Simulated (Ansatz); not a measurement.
```yaml
crystal:
  periodic: [false, false, false]
  atoms:
    - {symbol: Y, position_ang: [-0.578693, -0.022501, -0.000927]}
    - {symbol: C, position_ang: [2.363357, -0.387589, 0.005476]}
    - {symbol: O, position_ang: [1.441530, 0.415995, 0.001038]}
basis:
  gaussian: {orbitals: def2-TZVP}
total_charge: 1
magnetization: {spin_polarized: true, initial_magnetization: 4}
hamiltonian: {xc: pbe0}
relax: {f_tol: 0.004, max_steps: 80}
```

```sh
$ ansatz run in.yaml --threads 1 --pin off --events-out ev --progress --plain --max-ram 2176MiB
```

Steps of the relaxation (energy above the last step; positions in Å, forces in eV/Å):

```
3
step 1, 524.6 meV
Y    -0.579   -0.023   -0.001    0.671    0.241    0.000
C     2.363   -0.388    0.005    2.684   -2.131    0.012
O     1.442    0.416    0.001   -3.355    1.890   -0.013
```

```
3
step 2, 396.7 meV
Y    -0.572   -0.009   -0.001    0.354    0.242    0.000
C     2.391   -0.385    0.006    1.376   -0.760    0.005
O     1.407    0.400    0.001   -1.730    0.519   -0.005
```

```
3
step 3, 294.4 meV
Y    -0.593    0.045   -0.001   -0.555    0.213   -0.002
C     2.496   -0.344    0.006   -1.283    1.183   -0.006
O     1.324    0.305    0.001    1.838   -1.395    0.008
```

```
3
step 6, 0.0 meV
Y    -0.646    0.178   -0.002   -0.013    0.001    0.000
C     2.569   -0.151    0.005   -0.003    0.000    0.000
O     1.303   -0.021    0.002    0.016   -0.001    0.000
```

```
3
step 8, 0.0 meV
Y    -0.646    0.178   -0.002    0.000    0.000    0.000
C     2.569   -0.151    0.005    0.000    0.000    0.000
O     1.303   -0.021    0.002    0.000    0.000    0.000
```

Close pairs at the end: C2–O3 1.273 Å, Y1–O3 1.960 Å, Y1–C2 3.232 Å.

A stationary point of unrestricted PBE0 after 8 steps, with ⟨S²⟩ = 6.018 against 6.00 for a pure state; no frequencies were run, so it isn't proven a minimum. 47 s on 1 thread of Intel Xeon 6975P-C, shared host.
